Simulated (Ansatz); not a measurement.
## Li2 (lithium dimer): methods side by side

Li2: 2 atoms, total charge 0, spin state singlet. SMILES: `[Li][Li]`. The bond length is the measured one.

```jsonl
{"atom": "Li", "x (Å)": "0.0000", "y (Å)": "0.0000", "z (Å)": "0.0000"}
{"atom": "Li", "x (Å)": "0.0000", "y (Å)": "0.0000", "z (Å)": "2.6729"}
```

Each level gives the energy change with the Li1–Li2 bond stretched from 2.673 to 5.346 Å (eV). The values are calculated.

```csv
level,kind,program,value (eV),CPU time (all runs)
HF/def2-SVP (restricted),Hartree–Fock,Ansatz,1.19,0.19 s
SVWN5/def2-SVP (restricted),LDA,Ansatz,1.01,1.3 s
revPBE/def2-SVP (restricted),GGA,Ansatz,0.95,2 s
BHLYP/def2-SVP (restricted),global hybrid,Ansatz,1.21,1.4 s
wB97X/def2-SVP (restricted),range-separated hybrid,Ansatz,1.38,7.7 s
RPA@PBE/def2-SVP (restricted),RPA,Ansatz,0.74,2.9 s
MP2/def2-SVP (restricted),perturbation theory,Ansatz,1.06,0.19 s
CCSDT/def2-SVP (restricted),coupled cluster or CI,Ansatz,0.78,0.68 s
FCI/3-21G,exact in the basis,Ansatz,0.81,2.5 s
```

The first shape isn't each level's own minimum. The values span 0.74 to 1.38 eV. The coupled-cluster rows rest on a doubtful reference here (large T1 or Brueckner and Hartree–Fock orbitals at odds), and rows may lie in different states. High-level rows in very small sets aren't better than simpler rows in larger ones. Times are those of the runs behind each value, whatever else they computed, on shared processors of several kinds: orders of magnitude only.
